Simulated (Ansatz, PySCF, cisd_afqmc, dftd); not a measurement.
Reaction: HCl (chlorane, SMILES Cl) → Cl (doublet) + H (doublet) (the Cl-H bond breaks)
Each species at its own B3LYP-D3(BJ)/def2-TZVP minimum (Ansatz, an electronic-structure program).

Quantity: bond dissociation energy (enthalpy at 298 K, ideal-gas terms from PySCF's Hessians at B3LYP-D3(BJ)/def2-TZVP), in kcal/mol. Open shells are spin-unrestricted; no spin-orbit coupling. Cores are frozen in correlated methods. Rows without X2C or -DK are non-relativistic. AFQMC/CISD: phaseless, guided by CISD from CCSD amplitudes; bars are statistical, one sigma. Outlying blocks are dropped, and bars are widened where a walk drifts. Over all cases where full CI ran beside it in this data, AFQMC minus full CI had a median of +0.1 mEh and passed +0.4 mEh in a tenth of the cases. CBS(X,Y): correlation extrapolated as X^-3, Hartree-Fock from the larger set (Q,5: extrapolated as (X+1)exp(-9√X)). A bracket is a step between two methods taken in the basis named. Functionals run without relativity, which enters their misses. Double hybrids freeze cores in their MP2 part. 'core' is core correlation in cc-pwCVTZ (1s frozen past Ne), 'X2C' scalar relativity in cc-pVTZ-DK, both at CCSD(T). Full CI freezes restricted core orbitals, also for open shells; the composite that ends in it estimates full CI at the basis-set limit. For partners of very few electrons the exact lower level stands in for a higher one.

From measured enthalpies of formation at 298 K: 103.1 kcal/mol (Active Thermochemical Tables 1.112 (ions: stationary electron), as tabulated in the package chemicals). The calculations leave out spin-orbit terms.

```
level                                                                                                                            program  bond dissociation energy (kcal/mol)  error against that value
-------------------------------------------------------------------------------------------------------------------  -------------------  -----------------------------------  ------------------------
HF/cc-pV(D+d)Z                                                                                                                    Ansatz                                 72.5                     -30.6
HF/cc-pV(Q+d)Z                                                                                                                    Ansatz                                 73.6                     -29.5
HF/cc-pV(5+d)Z                                                                                                                    Ansatz                                 73.7                     -29.4
HF/CBS(cc-pV(Q+d)Z,cc-pV(5+d)Z)                                                                                                   Ansatz                                 73.7                     -29.4
r2SCAN-D3(BJ)/def2-TZVPD                                                                                                  Ansatz + dftd3                                102.6                      -0.5
B3LYP-D3(BJ)/def2-TZVPD                                                                                                   Ansatz + dftd3                                101.8                      -1.3
r2SCANh-D4/def2-TZVPD                                                                                                     Ansatz + dftd4                                102.0                      -1.1
CAM-B3LYP/def2-TZVPD                                                                                                              Ansatz                                101.5                      -1.6
B2GP-PLYP/def2-TZVPD                                                                                                              Ansatz                                100.3                      -2.8
CCSD/cc-pV(T+d)Z                                                                                                                  Ansatz                                 99.8                      -3.3
CCSD(T)/cc-pV(Q+d)Z                                                                                                               Ansatz                                103.0                      -0.1
CCSDT(Q)/cc-pV(D+d)Z                                                                                                              Ansatz                                 96.0                      -7.1
CCSDT(Q)/cc-pV(T+d)Z                                                                                                              Ansatz                                101.1                      -2.0
CCSDT(Q)/cc-pV(Q+d)Z                                                                                                              Ansatz                                103.0                      -0.1
AFQMC/CISD/cc-pV(T+d)Z                                                                                                        cisd_afqmc                          101.4 ± 0.1                      -1.7
CCSD(T)/CBS(cc-pV(Q+d)Z,cc-pV(5+d)Z) + [AFQMC/CISD - CCSD(T)]/cc-pV(T+d)Z + core + X2C                               Ansatz + cisd_afqmc                          104.4 ± 0.1                       1.3
CCSD(T)/CBS(cc-pV(Q+d)Z,cc-pV(5+d)Z) + [AFQMC/CISD - CCSD(T)]/cc-pV(Q+d)Z + core + X2C                               Ansatz + cisd_afqmc                          104.5 ± 0.1                       1.4
CCSD(T)/CBS(cc-pV(Q+d)Z,cc-pV(5+d)Z) + [CCSDT(Q) - CCSD(T)]/cc-pV(5+d)Z + [FCI - CCSDT(Q)]/cc-pV(D+d)Z + core + X2C               Ansatz                                104.1                       1.0
```
